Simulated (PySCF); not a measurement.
Match the calculated data to a structure.

| technique | computed result |
| --- | --- |
| Rotational structure | rotational constants A, B, C: 16.694, 2.379, 2.313 GHz [GFN2-xTB] |
| 13C NMR | chemical shifts (computed TMS as zero) by class: 220.4 (1 C), 97.9 (1 C), 77.5 (1 C), 29.1 (1 C), 18.3 (1 C) ppm [GIAO PBE0/pcSseg-1] |
| Dipole | 0.44 D [PBE0/pcSseg-1] |
| 1H NMR | chemical shifts (computed TMS as zero) by class: 5.32 (1 H), 4.86 (2 H), 2.09 (2 H), 1.10 (3 H) ppm [GIAO PBE0/pcSseg-1] |

The electronic properties come from PySCF, for the isolated species, density fitting. Levels stand in brackets. The structure is a single GFN2-xTB conformer in the gas phase; no vibrational or solvent corrections. NMR classes are plain means over equivalent atoms (diastereotopic ones count apart unless rotation or inversion swaps them), as if these changed places fast.

Question: Which candidate is it?
A. `C#CC(C)(C)O`
B. `C1CCCCC1`
C. `C=C=CCC`
D. `C#CC(C)(C)C`

Answer: C. It is `C=C=CCC`. Numbering: `[CH2:1]=[C:2]=[CH:3][CH2:4][CH3:5]`. Its formula, C5H8, gives 2 degrees of unsaturation: 0 rings and 2 π bonds in the structure found. 5 carbons fall into 5 classes; from least to most shielded: central carbon of cumulated double bonds [C2] (220.4 ppm), outer carbon of cumulated double bonds [C3] (97.9 ppm), outer carbon of cumulated double bonds [C1] (77.5 ppm), chain CH2 carbon [C4] (29.1 ppm), methyl carbon [C5] (18.3 ppm). Hydrogen classes from least to most shielded: 1 H on an outer carbon of cumulated double bonds, C3 (5.32 ppm), 2 H on an outer carbon of cumulated double bonds, C1 (4.86 ppm), 2 H on a chain CH2 carbon, C4 (2.09 ppm), 3 H on a methyl carbon, C5 (1.10 ppm). The optimised geometry has point group C1 and is an asymmetric top.

The others, at the same levels:
- `C#CC(C)(C)O` fails: it has 4 carbon classes against 5; its computed 13C shifts are 94.0 (1 C), 78.1 (1 C), 65.9 (1 C), 33.4 (2 C) ppm, 1H shifts are 1.91 (1 H), 1.50 (6 H), 0.83 (1 H) ppm and rotational constant A is 4.783 GHz (against 16.694 GHz).
- `C#CC(C)(C)C` fails: it has 10 hydrogens where the 1H data count 8; its computed 13C shifts are 97.7 (1 C), 74.2 (1 C), 32.9 (3 C), 27.6 (1 C) ppm, 1H shifts are 1.53 (1 H), 1.30 (9 H) ppm and rotational constant A is 4.567 GHz (against 16.694 GHz).
- `C1CCCCC1` fails: it has 12 hydrogens where the 1H data count 8; its computed 13C shifts are 30.9 (6 C) ppm, 1H shifts are 1.47 (12 H) ppm and rotational constant A is 4.371 GHz (against 16.694 GHz).

Each candidate is one conformer, not necessarily the lowest. The conformers computed, where there is a choice (atom-mapped SMILES and torsion angles):
- `[CH2:1]=[C:2]=[CH:3][CH2:4][CH3:5]`: C2–C3–C4–C5 -113°
- `[CH:1]#[C:2][C:3]([CH3:4])([CH3:5])[OH:6]`: H–O6–C3–C2 57°
